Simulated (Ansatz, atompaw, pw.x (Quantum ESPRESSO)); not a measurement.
## carbon (C) (diamond): variants of one PAW (atompaw) potential in the solid

carbon (C), PAW, made with atompaw 4.2.0.5 (PBE, scalar-relativistic). Core [He], reference 2s2 2p2. Waves: 2s (bound); 2s channel at -0.05 Ry; 2p (bound); 2p channel at 2.25 Ry; 3d channel at 0.2 Ry. Local part: troulliermartins scheme with l = 3 at -0.5 Ry, radius 1.90 bohr. Core correction: smooth core density matched at 2.20 bohr. Augmentation charge: sinc compensation charge, radius 1.85 bohr; PAW radius 2.55 bohr; waves and projectors: bloechl.

Crystal test: diamond C in pw.x 7.5, no spin, 13³ k-points, Fermi–Dirac smearing 0.01 Ry, cutoffs set for each file from its atomic test. The reference is all-electron LAPW (Ansatz 0.2.0) with the same functional, mesh and smearing; V0 and B0 come from Birch–Murnaghan fits to the pressures at five volumes. Errors are pseudo minus all-electron; Δ is the rms difference of the E(V) curves that follow from these fits, minima aligned, over ±6 % about the mean V0. Mesh and smearing are coarse, so the numbers serve the comparison and aren't converged zero-temperature values; the lattice is a test structure that the element need not adopt.

All-electron: a0 = 3.572 Å (V0 = 5.69 Å³/atom), B0 = 433.5 GPa.

Base: The largest radius (2.55 bohr) exceeds half the bond length (1.46 bohr), so the spheres overlap, which is one possible source of error among others.

2 further variants are left out: they gave no file fit for a test, a broken result, the same result as the base, or pressures whose basis-set error rivals the error shown.

```csv
change,cutoffs (Ry),pw.x,a0 (Å),a0 error (%),B0 error (%),Δ (meV/atom),mean pressure error (GPa)
base,40/400,converged,3.584,+0.35,-0.8,5.7,+4.68
wave 3d channel at 0.2 Ry becomes 3d channel at -0.15 Ry,40/400,converged,3.584,+0.34,-0.7,5.5,+4.54
wave 3d channel at 0.2 Ry becomes 3d channel at 0.24 Ry,40/400,converged,3.584,+0.35,-0.8,5.7,+4.70
wave 3d channel at 0.2 Ry becomes 3d channel at 1.08 Ry,40/400,converged,3.587,+0.43,-1.2,6.9,+5.73
```
